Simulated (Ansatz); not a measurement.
Bulk modulus (GPa) along a series of related solids, from r²SCAN-D4 (Ansatz, an electronic-structure program, plane waves, PAW).

```
solid          r²SCAN-D4       measured
-------------  ---------  -------------
double-hcp La       23.0          27.9‡
hcp Hf               111            110
bcc Ta               203            198
bcc W                324  312 (300–328)
hcp Re               394            369
hcp Os               434            425
fcc Ir               386            365
fcc Pt               280            289
fcc Au               161            182
```

r²SCAN-D4 less measured, from the printed values: double-hcp La‡ -17.6 %, hcp Hf +0.9 %, bcc Ta +2.5 %, bcc W +3.8 %, hcp Re +6.8 %, hcp Os +2.1 %, fcc Ir +5.8 %, fcc Pt -3.1 %, fcc Au -11.5 %.

A member of the series is missing where a level wasn't run or failed, where a doubt is noted on the run or the magnetic state, for phases of high temperature or layered ones, and where values are held back for tests.

Ansatz's runs of these crystals have no spin polarisation. Meta-GGAs and exact exchange favour moments, which can bear on fcc Pt.

Spin–orbit coupling is left out, also for the solids with elements from indium on (double-hcp La, hcp Hf, bcc Ta, bcc W, hcp Re, hcp Os, fcc Ir, fcc Pt, fcc Au); its size isn't shown.

In Ansatz's fits of the non-cubic solids, shape and atoms are relaxed at each volume.

Each level is taken at its own relaxed cell. Ansatz's density-functional and Hartree–Fock values are scalar-relativistic unless marked +SOC, with PAW data made under PBE.

Measured values are for low temperature or corrected to a static lattice; ‡ marks uncorrected values at room or unstated temperature. References as tabulated in doi:10.1021/acs.jctc.3c00612; Levämäki et al. (2014), arXiv:1402.3671; Wikipedia's data pages; Mejia-Rodriguez and Trickey (2018), arXiv:1807.09216.

Brackets give the range of the sources taken for a reference, where it is wide; it can hold other temperatures.
